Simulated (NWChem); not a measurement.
All runs are NWChem calculations. System: hydrogen chloride (HCl), charge 0, spin multiplicity 1, at a geometry optimised with B3LYP/def2-SVP. Level: G0W0@LDA (SVWN5)/def2-TZVP, RI basis def2-tzvp-rifit.

Output (cleaned and shortened):

```
             Northwest Computational Chemistry Package (NWChem) 7.3.0
             --------------------------------------------------------

                                NWChem Input Module
                                -------------------

 Scaling coordinates for geometry "geometry" by  1.889725989
 (inverse scale =  0.529177249)

 Turning off AUTOSYM since
 SYMMETRY directive was detected!

                             Geometry "geometry" -> ""
                             -------------------------

 Output coordinates in angstroms (scale by  1.889725989 to convert to a.u.)

  No.       Tag          Charge          X              Y              Z
 ---- ---------------- ---------- -------------- -------------- --------------
    1 Cl                  17.0000     0.00000000     0.00000000     0.07164900
    2 H                    1.0000     0.00000000     0.00000000    -1.21803400

 Effective nuclear repulsion energy (a.u.)       6.9753677710

            Nuclear Dipole moment (a.u.)
            ----------------------------
        X                 Y               Z
 ---------------- ---------------- ----------------
     0.0000000000     0.0000000000    -0.0000018897

      Symmetry information
      --------------------

 Group name             C2v
 Group number             16
 Group order               4
 No. of unique centers     2

      Symmetry unique atoms

     1    2


 Summary of "ao basis" -> "" (spherical)
 ------------------------------------------------------------------------------
       Tag                 Description            Shells   Functions and Types
 ---------------- ------------------------------  ------  ---------------------
 *                         def2-tzvp                  on all atoms

 new library libraries.bse/

 Summary of "ri basis" -> "" (spherical)
 ------------------------------------------------------------------------------
       Tag                 Description            Shells   Functions and Types
 ---------------- ------------------------------  ------  ---------------------
 *                      def2-tzvp-rifit               on all atoms

                                 NWChem DFT Module
                                 -----------------

 Summary of "ao basis" -> "ao basis" (spherical)
 ------------------------------------------------------------------------------
       Tag                 Description            Shells   Functions and Types
 ---------------- ------------------------------  ------  ---------------------
[...]
              MO Center=  3.7D-32, -7.7D-16,  3.4D-02, r^2= 3.1D+00
   Bfn.  Coefficient  Atom+Function         Bfn.  Coefficient  Atom+Function
  ----- ------------  ---------------      ----- ------------  ---------------
    19      1.341137  1 Cl py                16     -1.102269  1 Cl py
     7      0.172084  1 Cl py                27     -0.101165  1 Cl d -1
    13     -0.080859  1 Cl py                10      0.035881  1 Cl py

 center of mass
 --------------
 x =   0.00000000 y =   0.00000000 z =   0.06712446

 moments of inertia (a.u.)
 ------------------
           5.818473710526           0.000000000000           0.000000000000
           0.000000000000           5.818473710526           0.000000000000
           0.000000000000           0.000000000000           0.000000000000

     Multipole analysis of the density
     ---------------------------------

     L   x y z        total         alpha         beta         nuclear
     -   - - -        -----         -----         ----         -------
     0   0 0 0     -0.000000     -9.000000     -9.000000     18.000000

     1   1 0 0     -0.000000     -0.000000     -0.000000      0.000000
     1   0 1 0     -0.000000     -0.000000     -0.000000      0.000000
     1   0 0 1     -0.511619     -0.255808     -0.255808     -0.000002

     2   2 0 0    -10.425952     -5.212976     -5.212976      0.000000
     2   1 1 0     -0.000000     -0.000000     -0.000000      0.000000
     2   1 0 1      0.000000      0.000000      0.000000      0.000000
     2   0 2 0    -10.425952     -5.212976     -5.212976      0.000000
     2   0 1 1      0.000000      0.000000      0.000000      0.000000
     2   0 0 2     -7.653138     -6.631422     -6.631422      5.609705

 Task  times  cpu:        1.8s     wall:        1.8s

                                NWChem Input Module
                                -------------------

                                 NWChem GW Module
                                 ----------------

                             ***********************
                             ***        GW       ***
                             ***********************

 Summary of "ri basis" -> "ri basis" (spherical)
 ------------------------------------------------------------------------------
       Tag                 Description            Shells   Functions and Types
 ---------------- ------------------------------  ------  ---------------------
 Cl                     def2-tzvp-rifit             29      113   9s7p6d5f2g
 H                      def2-tzvp-rifit              7       15   4s2p1d

                 Memory Information
                 ------------------
          Available GA per process is          1700.0 MBs
          Available stack per process is        700.0 MBs
          Available heap per process is           0.0 MBs

          Peak memory in Initialization
              Peak GA per process is                  0.6 MBs
              Peak stack per process is               0.0 MBs
              Peak heap per process is                0.7 MBs
              Memory not in MA per process            0.0 MBs

          Peak memory in AFF Calculation
              Peak GA per process is                  1.5 MBs
              Peak stack per process is               0.7 MBs
              Peak heap per process is                0.0 MBs
              Memory not in MA per process            0.7 MBs

          Computing 2-center integrals
          Computing Inverse Cholesky factor
          Computing 3-center integrals
          Computing V_xc ...

          Computing Sigma_x
          Computing RPA polarizability
          Solving quasiparticle equations

                  Alpha Orbitals
          State     Energy (eV)     Error (eV)
          -----------------------------------
@GW         6        -23.863           0.004
@GW         7        -16.048           0.004
@GW         8        -12.072           0.003
@GW         9        -12.072           0.003
@GW        10          2.692           0.002
@GW        11          7.609           0.002

   Applying  -4.0536 eV scissor-shift to rest of particle states

   Applying   3.5340 eV scissor-shift to rest of hole states

     GW Timing Statistics
   ------------------------
   Init.   :          0.1s
     ERIs  :          0.1s
     Distr.:          0.0s
     Vxc   :          0.0s
   Sigma_x :          0.0s
   RPA     :          0.0s
   Wmn     :          0.0s
   Sigma_c :          0.0s
   GW total:          0.2s

 Task  times  cpu:        0.2s     wall:        0.2s

 Total times  cpu:        2.1s     wall:        2.1s
```

Question: Write an NWChem input that would produce this output.

Answer: One answer among several that fit: 
```
start mol
memory heap 200 mb stack 700 mb global 1700 mb
geometry units angstroms nocenter noautoz
  Cl     0.000000     0.000000     0.071649
  H      0.000000     0.000000    -1.218034
  symmetry group C2v
end
basis spherical
  * library def2-tzvp
end
basis "ri basis" bse spherical
  * library def2-tzvp-rifit
end
dft
  xc slater vwn_5
  iterations 100
  direct
  tolerances tight
end
task dft energy
gw
  states alpha occ 4 vir 2
end
task dft gw
```
